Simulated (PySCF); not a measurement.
## LiC: frontier orbitals

PBE0 at R = 1.877 Å; PySCF, no relativity, basis sets Li def2-TZVP, C def2-TZVP. State: ⁴Σ⁻ (quartet), unpaired electrons σ ↑, π ↑↑. Only the outer orbitals are listed, counted within each symmetry.

```tsv
spin	orbital	occ.	ε (eV)	on Li (%)	main shells (%)
α	2σ	1	-55.60	100	100 Li s
α	3σ	1	-14.56	2	97 C s
α	4σ	1	-5.72	7	92 C p
α	1π	1	-5.16	8	92 C p
α	1π	1	-5.16	8	92 C p
α	5σ	0	-1.44	98	76 Li s, 23 Li p
α	2π	0	0.83	98	98 Li p
α	2π	0	0.83	98	98 Li p
β	2σ	1	-55.45	100	100 Li s
β	3σ	1	-10.24	5	94 C s
β	4σ	0	-0.88	89	72 Li s, 18 Li p, 10 C p
β	1π	0	-0.22	47	53 C p, 47 Li p
β	1π	0	-0.22	47	53 C p, 47 Li p
```

**Question.** Which are the highest filled and the lowest empty level, where do they sit, and how wide is the gap?

**Answer.** Highest filled α 1π at -5.16 eV (in %: 92 C p); lowest empty α 5σ at -1.44 eV (in %: 76 Li s, 23 Li p); the gap at PBE0 is 3.72 eV.

| Item | Value |
| --- | --- |
| bond order (Mayer) | 0.53 |
| ⟨S²⟩ | 3.752 |
| charge on Li (Mulliken, basis-dependent) | 0.71 |
| charge on Li (Löwdin, basis-dependent) | 0.49 |
| dipole moment (positive dipole means Li(−)C(+)) | -6.26 D |
| polarisability along the bond | 32.3 bohr³ |
| polarisability across the bond | 24.7 bohr³ |

The state is the lowest determinant that a PBE0 search found; another state may lie lower at other levels.
